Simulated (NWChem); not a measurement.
System: disulfur (S₂, triplet); SMILES S=S

Here is an NWChem input.

```
start job
memory heap 200 mb stack 900 mb global 1100 mb
geometry units angstroms noautosym nocenter noautoz
  S      0.000000     0.000000     0.963385
  S      0.000000     0.000000    -0.963385
end
basis spherical
  * library cc-pvtz
end
dft
  odft
  mult 3
  xc pbe0
  iterations 150
end
property
  efieldgrad
end
task dft property
```

Excerpt of the output:

```
             Northwest Computational Chemistry Package (NWChem) 7.3.0
             --------------------------------------------------------

                             Geometry "geometry" -> ""
                             -------------------------

 Output coordinates in angstroms (scale by  1.889725989 to convert to a.u.)

  No.       Tag          Charge          X              Y              Z
 ---- ---------------- ---------- -------------- -------------- --------------
    1 S                   16.0000     0.00000000     0.00000000     0.96338500
    2 S                   16.0000     0.00000000     0.00000000    -0.96338500

 Effective nuclear repulsion energy (a.u.)      70.3090538798

                              NWChem Property Module
                              ----------------------

  itol2e modified to match energy
  convergence criterion.

                                 NWChem DFT Module
                                 -----------------

 Summary of "ao basis" -> "ao basis" (spherical)
 ------------------------------------------------------------------------------
       Tag                 Description            Shells   Functions and Types
 ---------------- ------------------------------  ------  ---------------------
 S                          cc-pvtz                 12       34   5s4p2d1f

  itol2e modified to match energy
  convergence criterion.

            General Information
            -------------------
          SCF calculation type: DFT
          Wavefunction type:  spin polarized.
          No. of atoms     :     2
          No. of electrons :    32
           Alpha electrons :    17
            Beta electrons :    15
          Charge           :     0
          Spin multiplicity:     3
          Use of symmetry is: off; symmetry adaption is: off
          Maximum number of iterations: 150
          AO basis - number of functions:    68
                     number of shells:    24
          Convergence on energy requested:  1.00D-07
          Convergence on density requested:  1.00D-05
          Convergence on gradient requested:  5.00D-04

              XC Information
              --------------
                         PBE0 Method XC Functional
                     Hartree-Fock (Exact) Exchange  0.250
          PerdewBurkeErnzerhof Exchange Functional  0.750
            Perdew 1991 LDA Correlation Functional  1.000 local
           PerdewBurkeErnz. Correlation Functional  1.000 non-local

             Grid Information
             ----------------
          Grid used for XC integration:  fine
          Radial quadrature: Mura-Knowles
          Angular quadrature: Lebedev.
          Tag              B.-S. Rad. Rad. Pts. Rad. Cut. Ang. Pts.
          ---              ---------- --------- --------- ---------
          S                   1.00      123           8.0       770
          Grid pruning is: on
          Number of quadrature shells:   246
          Spatial weights used:  Erf1

      Superposition of Atomic Density Guess
      -------------------------------------

 Sum of atomic energies:        -794.97382234

      Non-variational initial energy
      ------------------------------

 Total energy =    -795.119207
 1-e energy   =   -1239.028209
 2-e energy   =     373.599948
 HOMO         =      -0.190435
 LUMO         =      -0.190435

[...]

          -----------------------
          Electric field gradient
          -----------------------

 1 a.u. = 0.324123 10**(16) esu/cm**3  ( or statvolts/cm**2 ) = 0.97174 10**(22) v/m**2

 ------------------------------------------------------------
   Atom      X         Y         Z
 ------------------------------------------------------------
    1 S    0.00000   0.00000   1.82053
 ------------------------------------------------------------

 Electric field gradient in molecular frame (a.u.)
         XX             YY             ZZ             XY             XZ             YZ
 ------------------------------------------------------------------------------------------
        0.511193       0.511193      -1.022385      -0.000000       0.000000       0.000000

 Principal components (a.u.) and orientation
 of principal axis w.r.t. absolute frame                      Asymmetry parameter eta
 --------------------------------------------------------------------------------------
       -1.022385       0.511193       0.511193                       0.000000

       -0.000000      -0.318398       0.947957
       -0.000000       0.947957       0.318398
        1.000000       0.000000       0.000000

 ------------------------------------------------------------
   Atom      X         Y         Z
 ------------------------------------------------------------
    2 S    0.00000   0.00000  -1.82053
 ------------------------------------------------------------

 Electric field gradient in molecular frame (a.u.)
         XX             YY             ZZ             XY             XZ             YZ
 ------------------------------------------------------------------------------------------
        0.511193       0.511193      -1.022386       0.000000       0.000000       0.000000

 Principal components (a.u.) and orientation
 of principal axis w.r.t. absolute frame                      Asymmetry parameter eta
 --------------------------------------------------------------------------------------
       -1.022386       0.511193       0.511193                       0.000000

       -0.000000       0.948287      -0.317413
       -0.000000       0.317413       0.948287
        1.000000       0.000000       0.000000
```

Level: PBE0/cc-pVTZ, spin-unrestricted. Coordinates come from a B3LYP/6-31G* (spherical d), spin-unrestricted optimisation. No stability test was run on the SCF state. NWChem prints the field gradient with the sign opposite to the second derivative of the potential.
